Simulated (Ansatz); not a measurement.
Reaction (SMILES): [C]#N (C-N) → CN- (singlet, bonded as [C]#N) (an electron is taken up)
B3LYP-D3(BJ)/def2-TZVP geometries, fixed; electronic energies without zero-point terms; positive where energy is released.

Effect of a fitting basis named in the input at HF/cc-pVTZ with Ansatz (a program for electronic structure), against the last row, where the adiabatic electron affinity is 2.67 eV. An unrestricted Hartree-Fock determinant is markedly spin-contaminated. Open shells are unrestricted. The default fits or decomposes integrals by the program's own choice; accuracy: high also tightens integrals, grids and stops.

```
setting                        largest shift of a total energy (mEh)  shift of the adiabatic electron affinity (eV)
-----------------------------  -------------------------------------  ---------------------------------------------
fitting: def2-SV(P)-JKFIT                                      0.048                                          0.000
fitting: def2-universal-JKFIT                                  0.048                                          0.000
fitting: cc-pVTZ-JKFIT                                         0.101                                          0.000
fitting: cc-pVQZ-JKFIT                                         0.012                                          0.000
fitting: cc-pV5Z-JKFIT                                         0.004                                          0.000
accuracy: high                                                -0.003                                          0.000
accuracy: medium (default)                                     0.000                                          0.000
```

Within 0.002 eV in the adiabatic electron affinity: fitting: def2-SV(P)-JKFIT; fitting: def2-universal-JKFIT; fitting: cc-pVTZ-JKFIT; fitting: cc-pVQZ-JKFIT; fitting: cc-pV5Z-JKFIT; accuracy: high. The largest shift is 0.101 mEh in a total energy and 0.000 eV in the difference.
